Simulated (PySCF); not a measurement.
Working out the ionisation energy of C

C [He] 2s2 2p2 (3P) → C⁺ [He] 2s2 2p1 (2P). All numbers are calculated (PySCF 2.14, the non-relativistic Hamiltonian (point nucleus), in dyall-acv3z). Frozen: nothing; the 5 highest virtual orbitals dropped. Energies in hartree (1 hartree = 27.21139 eV):

| part | C (lower) | C⁺ (upper) |
| --- | --- | --- |
| UHF | -37.693639 | -37.296698 |
| CCSD correlation | -0.138640 | -0.124865 |
| (T) | -0.002524 | -0.001570 |

What does Hartree-Fock give?

(-37.296698) − (-37.693639) = 0.396941 hartree = 10.801 eV.

What do CCSD and CCSD(T) give?

The CCSD correlation energies differ by 0.013775 hartree = 0.375 eV and the triples by 0.000954 hartree = 0.026 eV, so CCSD gives 11.176 eV and CCSD(T) 11.202 eV.

Measured between the centres of the two terms (NIST): 11.262 eV, so CCSD(T) (valence and next inner shell) is off by -0.060 eV.

What remains against the reference includes basis incompleteness and higher excitations.
